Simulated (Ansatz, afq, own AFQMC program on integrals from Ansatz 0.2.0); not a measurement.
**NH₂O, quartet in cc-pVDZ, levels against AFQMC with the constraint released**

```xyz
4

N     0.0000    0.0000    0.5984
O     0.0000    0.0000   -0.6635
H     0.0000    0.8762    1.1083
H     0.0000   -0.8762    1.1083
```

Connectivity, by distances: NH2–O.

Basis cc-pVDZ. Only valence electrons are correlated. Ansatz 0.2.0 and our own AFQMC program on the same integrals; the CISD trial comes from CCSD amplitudes, and released means the phaseless constraint is let go. ± is one standard error of the sampling.

Determinant: UHF, the one that the program's search chose, which needn't be the lowest solution. The geometry is a PBE0/def2-TZVP stationary point of this or a neighbouring charge and spin state.

No full CI on the walks' own integrals is used here. The released AFQMC energy serves as the reference, which it does only where one determinant dominates, the energy is flat over the last release times and near the phaseless one (40 meV or 2 meV an electron, half that with transition metals). On small molecules, where full CI could be run and the noise was under 10 meV, such values lay within 10 meV of it in 19 cases of 20, a flattering rate, since the rule was set on those same cases; what remains of the bias isn't in the error bar.

Cautions: another spin lies lower (by 6.90 eV); the released value is read at 2.40 1/Eh with a noise of 21 meV, more than in the cases checked (meV from the phaseless value at times in 1/Eh: -12 ± 21 at 0.24, -16 ± 16 at 0.51, -46 ± 18 at 0.99, 3 ± 18 at 1.62, -33 ± 21 at 2.40).

The T1 diagnostic is 0.0303. The weight of the determinant in the CISD state is 0.884, the ⟨S²⟩ of the determinant is 3.769 and the size of the correlated space is 13 electrons in 36 orbitals.

Reference: AFQMC with the constraint released, correlation energy -9.222 ± 0.021 eV.

```tsv
level	E − E(reference) (mEh)	share of correlation (%)
HF	338.90 ± 0.77	0.00
MP2	39.02 ± 0.77	88.49
CCSD	10.54 ± 0.77	96.89
CCSD(T)	1.70 ± 0.77	99.50
ph-AFQMC/CISD	1.21 ± 1.03	99.64
```

A walk keeps the symmetry of its determinant, which the program's search chose and which needn't be the lowest solution, so a lower state of the same spin and another symmetry isn't excluded. Released energies are given only where the last usable release times agree within the noise; a slower fall can still hide under it.
